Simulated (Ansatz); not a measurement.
**C₂H₃Al (SMILES C#[C][AlH2]): single points off equilibrium**

An exercise on one series of results from a longer session: the logs are not shown, and one member is left open.

The runs use Ansatz 0.2.0, Gaussian basis; single points in def2-TZVPP.

Cores are frozen in the correlated methods.

**The starting structure**

6 atoms, charge 0, spin multiplicity 1.

Atoms are counted from 1 here; the program's logs count them from 0.

Bond lengths: C1–C2 1.244 Å, C1–H4 1.083 Å, C2–Al3 2.011 Å, Al3–H5 1.579 Å, Al3–H6 1.594 Å. Angles: C2–C1–H4 176.3°, C1–C2–Al3 175.4°, C2–Al3–H5 122.6°, C2–Al3–H6 121.5°, H5–Al3–H6 116.0°.

Geometry (Å):

```xyz
6

C    -0.8166   -1.7392   -0.2962
C    -0.3355   -0.6054   -0.1242
Al    0.5817    1.1565    0.1871
H    -1.2862   -2.6970   -0.4842
H     1.3844    1.9086   -0.9461
H     0.5104    1.8937    1.5983
```

The first run:

Contents of run/in.yaml:

```yaml
crystal:
  periodic: [false, false, false]
  atoms:
    - {symbol: C, position_ang: [-0.816600, -1.739200, -0.296200]}
    - {symbol: C, position_ang: [-0.335500, -0.605400, -0.124200]}
    - {symbol: Al, position_ang: [0.581700, 1.156500, 0.187100]}
    - {symbol: H, position_ang: [-1.286200, -2.697000, -0.484200]}
    - {symbol: H, position_ang: [1.384400, 1.908600, -0.946100]}
    - {symbol: H, position_ang: [0.510400, 1.893700, 1.598300]}
basis:
  gaussian: {orbitals: def2-TZVPP}
correlation: {method: ccsd_t}
output: {forces: true}
```

No record of the launch command was kept for these runs.

Steps of the session up to this table: CCSD(T)/def2-TZVPP; PBE0-D4/def2-TZVPP; wB97M-V/def2-TZVPP; r2SCAN-D4/def2-TZVPP; PBE-D4/def2-TZVPP; CAM-B3LYP-D4/def2-TZVPP; BLYP-D4/def2-TZVPP.

One of the session's tables, all rows but one given; the rest of the session is left out.

```
      method  RMS force component (eV/Å)  angle to CCSD(T) forces (°)  dipole (D)
     CCSD(T)                       0.391                    reference        0.38
     PBE0-D4                       0.743                         25.7        0.38
     wB97M-V                           ?                            ?           ?
   r2SCAN-D4                       0.637                         20.1        0.47
      PBE-D4                       0.478                         15.8        0.42
CAM-B3LYP-D4                       0.917                         31.3        0.34
     BLYP-D4                       0.474                         13.7        0.42
```

Estimate the missing values for wB97M-V.

The run gave: RMS force component (eV/Å): 0.819; angle to CCSD(T) forces (°): 30.4; dipole (D): 0.35. In the column «RMS force component (eV/Å)» it lies between PBE0-D4 (0.743) and CAM-B3LYP-D4 (0.917).
